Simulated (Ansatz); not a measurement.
This geometry of C$_{3}$H$_{5}$N (9 atoms, charge 0, multiplicity 1) is a first-order saddle point.

All numbers below come from RKS B3LYP-D4/def2-SVP (Ansatz).

```xyz
9
Properties=species:S:1:pos:R:3
C -0.442 0.780 -0.513
C -0.180 -0.429 0.422
C 1.197 -0.924 0.371
N 2.293 -1.297 0.313
H -1.223 0.546 -1.251
H -0.775 1.657 0.061
H 0.463 1.068 -1.065
H -0.844 -1.273 0.173
H -0.401 -0.174 1.471
```

Q: Which two structures does it join? (They come from a converged band through this point; their orientation in space is the band's.)

A: No bond is made or broken. The dihedral H7–C1–C2–C3 goes from -60 to 61°. The two ends are copies of one structure, up to a mirror image or an exchange of like atoms.

Initial state:

```xyz
9
Properties=species:S:1:pos:R:3
C -0.401 0.829 -0.443
C -0.105 -0.327 0.524
C 1.000 -1.178 0.077
N 1.878 -1.836 -0.296
H -0.680 0.452 -1.438
H -1.233 1.437 -0.058
H 0.477 1.482 -0.560
H -0.996 -0.964 0.652
H 0.147 0.059 1.526
```

Final state:

```xyz
9
Properties=species:S:1:pos:R:3
C -0.441 0.759 -0.523
C -0.198 -0.488 0.339
C 1.224 -0.793 0.517
N 2.354 -1.014 0.644
H -1.521 0.946 -0.617
H 0.025 1.648 -0.074
H -0.025 0.629 -1.533
H -0.683 -1.372 -0.109
H -0.646 -0.362 1.339
```

Q: How far does it lie above each of them?

A: 12.9 kJ/mol above the first and 12.9 kJ/mol above the second. This is the barrier of this one path; another mechanism may lie lower.

Time of the run: 55 s on 1 thread of Arm Neoverse V2, on a shared host, peak memory 0.15 GiB.
